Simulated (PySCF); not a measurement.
F₄Si, SMILES F[Si](F)(F)F, PBE0/def2-SVP optimised geometry.

```
5

F      1.06    -0.37     0.00
Si    -0.53    -0.37     0.00
F     -1.06    -1.12    -1.30
F     -1.06     1.12     0.00
F     -1.06    -1.12     1.29
```

Density from PBE0/def2-TZVP in PySCF at that geometry.

Minimum of the electron density along straight lines between bonded atoms, close to the bond critical point (lines longer than 1.1 times the sum of covalent radii, or with two minima, are not listed):

```tsv
bond	length / Å	ρ at the minimum / e bohr⁻³	∇²ρ there / e bohr⁻⁵	position (fraction from the first atom)
F1–Si2	1.586	0.147	1.04	0.58
Si2–F3	1.586	0.147	1.04	0.42
Si2–F4	1.586	0.147	1.04	0.42
Si2–F5	1.586	0.147	1.04	0.42
```
